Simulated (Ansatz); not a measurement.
Elastic constant C66 (GPa) of solids drawn from the class of elemental solids other than molecular ones, at two levels: LDA (plane waves, PAW; Ansatz, a quantum-chemistry and plane-wave program), and PBEsol (plane waves, PAW; Ansatz).

```
solid              LDA  PBEsol  shift (%)
----------------  ----  ------  ---------
hcp Lu            38.0    35.0       -7.9
hcp Cd            47.5    40.0      -15.8
hcp Zn            91.6    83.2       -9.2
hcp Mg            22.0    20.9       -5.0
hcp Y             25.1    26.5       +5.6
hcp Re             189     184       -2.6
hcp Ti            43.3    47.3       +9.2
hcp Hf            56.1    58.4       +4.1
white tin (β-Sn)  26.5    24.0       -9.4
hcp Be             157     152       -3.2
```

The shifts run from -15.8 % to +9.2 %, with a median of -4.1 %.

Over all 10 rows PBEsol is the larger in 3.

Ansatz's runs of these crystals have no spin polarisation.

Spin–orbit coupling is left out, also for the solids with elements from indium on (hcp Lu, hcp Re, hcp Hf, white tin (β-Sn)); its size isn't shown.

Each level is taken at its own relaxed cell. Ansatz's density-functional and Hartree–Fock values are scalar-relativistic unless marked +SOC, with PAW data made under PBE.
